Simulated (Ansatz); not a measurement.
Tetradymite Bi2Se3, treated with r²SCAN (PAW; Ansatz, a first-principles code).

Run with plane-wave cutoff 560 eV, 10×10×10 k mesh, Fermi–Dirac smearing 0.01 eV, scalar-relativistic PAW data made under PBE.

Cell (relaxed at this level):

Bi2Se3 has the trigonal space group R-3m, hexagonal axes (No. 166), Pearson symbol hR5. Cell: a = b = 4.1642 Å, c = 30.2011 Å, α = β = 90.00°, γ = 120.00°. Bi on 6c is surrounded by 3 Se at 2.859 Å and 3 Se at 3.091 Å (octahedral). Se1 on 3a sees 6 Bi at 3.091 Å (octahedral). Se2 on 6c is surrounded by 3 Bi at 2.859 Å (trigonal pyramidal). (Neighbours: up to the widest gap in distance over summed covalent radii, below 1.35, at either atom; cation-cation and far metal-metal contacts left out.)
(The calculation used a cell of 5 atoms; values per cell refer to that cell.)

Task: Predict the bulk modulus, band gap and pressure derivative B′ of the bulk modulus.

Result: 
* **bulk modulus**: 17.3 GPa
* **band gap**: 0.82 eV
* **pressure derivative B′ of the bulk modulus**: 19.5

Measured, for comparison: band gap 0.3 eV (temperature not stated, no zero-point or thermal correction; as tabulated in Park and Ryu (2016), arXiv:1610.06451).

Note: for a layered or molecular solid the relaxed cell lies over 5 % above the published volume, where the minimum can be shallow; the cell comes from a level without a dispersion term, which matters for the spacing of layers, chains or molecules; the bulk modulus comes from volumes at which shape and atoms were relaxed.

Spin–orbit coupling is not included; with these elements it can move the gap by several tenths of an eV or more.

Static lattice: no zero-point or thermal effects.
